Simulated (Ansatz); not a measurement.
## Scan of H2Al–C, quartet

Starting geometry (PBE0/def2-TZVP stationary point for this spin, not checked as a minimum):

```tsv
atom	x (Å)	y (Å)	z (Å)
Al	0.0000	0.0000	0.5276
C	0.0000	0.0000	-1.3972
H	0.0000	1.3990	1.2626
H	0.0000	-1.3990	1.2626
```

From there C2 moves along the line of the two atoms named below, all else staying in place; atoms are numbered as listed. Energies are in eV, counted from the starting geometry at the same level. Kohn–Sham curves are unrestricted where that lies lower.

Basis 6-31G; Ansatz 0.2.0. Only valence electrons are correlated (noble-gas cores frozen).

In so small a basis the reference is far from its limit while semilocal and hybrid functionals are nearer theirs (RPA and double hybrids share much of the reference's basis error), so the functionals' errors here hold much of the reference's basis and frozen-core error, which can add to them or hide them.

Full CI is exact within this basis and frozen core; it isn't the basis-set limit.

```tsv
distance Al1-C2 (Å)	full CI	PBE	r2SCAN	PBE0	B3LYP	BHLYP	CAM-B3LYP	wB97M-V	B2PLYP	RPA-PBE
1.504	3.264	3.043	3.013	3.011	3.001	2.974	2.944	3.025	3.065	3.337
1.702	0.794	0.722	0.688	0.692	0.699	0.671	0.666	0.700	0.715	0.845
1.925	0.000	0.000	0.000	0.000	0.000	0.000	0.000	0.000	0.000	0.000
2.110	0.065	0.076	0.118	0.114	0.093	0.130	0.126	0.110	0.100	0.007
2.374	0.595	0.570	0.680	0.672	0.610	0.703	0.692	0.672	0.647	0.434
2.632	1.229	1.143	1.308	1.300	1.192	1.325	1.319	1.317	1.272	0.953
3.033	2.033	1.895	2.105	2.083	1.910	2.028	2.061	2.122	2.026	1.618
3.571	2.535	2.531	2.720	2.652	2.426	2.465	2.558	2.682	2.506	2.091
4.150	2.674	2.858	3.012	2.914	2.667	2.633	2.763	2.896	2.687	2.203
5.120	2.721	3.056	3.185	3.046	2.799	2.700	2.847	2.971	2.758	2.223
6.639	2.730	3.129	3.236	3.071	2.824	2.710	2.859	2.986	2.769	2.153
```

Q: Judged by the spread of the error over the points with a reference (largest less smallest), which of these follows full CI best and which worst?

A: Subtracting the full CI column from each: best B2PLYP (errors from -0.198 to 0.052, spread 0.250 eV), worst r2SCAN (from -0.250 to 0.506, spread 0.756 eV). Functionals and wave-function methods converge differently with the basis, so part of this is basis effect.

PBE at 6.639 Å lies 0.398 eV (15 %) above the reference in this basis. r2SCAN at 6.639 Å lies 0.506 eV (19 %) above the reference in this basis. wB97M-V at 6.639 Å lies 0.256 eV (9 %) above the reference in this basis. PBE0 at 6.639 Å lies 0.341 eV (12 %) above the reference in this basis.
